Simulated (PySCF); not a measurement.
Level of theory: CAM-B3LYP-D3(BJ)/ma-def2-TZVP single points in PySCF, grid level 2; every species was optimised with PBE0-D3(BJ)/ma-def2-SVP. Zero-point energies come from unscaled PBE0-D3(BJ)/ma-def2-SVP harmonic frequencies.

**Question.** Rank by ionisation energy (adiabatic, 0 K with zero-point energy, eV), lowest first.
A. `[C-]#[O+]` (CO)
B. `BP` (BH4P)
C. ethylene, `C=C` (C2H4)
D. hydrogen cyanide, `C#N` (CHN)
E. formaldehyde, `C=O` (CH2O)

**Answer.** B (9.31), C (10.28), E (10.80), D (13.49), A (14.24).

---

## Ionisation energy (adiabatic, 0 K with zero-point energy, eV)

Level of theory: PBE0-D3(BJ)/ma-def2-TZVP single points in PySCF, grid level 2; every species was optimised with PBE0-D3(BJ)/def2-SVP. The prefix ma- adds one diffuse s and one diffuse p function on all atoms but H. Zero-point energies come from unscaled PBE0-D3(BJ)/def2-SVP harmonic frequencies.

```
                       molecule  value
                 CNC#P (C2H4NP)   7.93
              ethane, CC (C2H6)  11.11
methylene fluoride, FCF (CH2F2)  12.25
                 water, O (H2O)  12.38
```

Gas phase, one low conformer a species, no spin-orbit coupling; the best conformer of a species may have been missed, which can turn small differences round.

---

Computed at PBE0-D3(BJ)/ma-def2-TZVP // PBE0-D3(BJ)/ma-def2-SVP with PySCF (density fitting, grid level 2). The prefix ma- adds one diffuse s and one diffuse p function on all atoms but H. Zero-point energies come from unscaled PBE0-D3(BJ)/ma-def2-SVP harmonic frequencies.

**Question.** Rank by ionisation energy (adiabatic, 0 K with zero-point energy, eV), lowest first.
A. `N#CCC=O` (C3H3NO)
B. methylenimine, `C=N` (CH3N)
C. sulfur dioxide, `O=S=O` (O2S)
D. `FCl` (ClF)
E. `C/C=C/C` (C4H8)
F. `C=[CH][AlH][Br]` (C2H4AlBr)

**Answer.** E (8.71), F (9.37), B (9.70), A (10.63), C (12.21), D (12.51).

Others at the same level:
```tsv
molecule	ionisation energy (adiabatic, 0 K with zero-point energy, eV)
C#CO (C2H2O)	9.71
nitrosyl fluoride, O=NF (FNO)	12.54
```
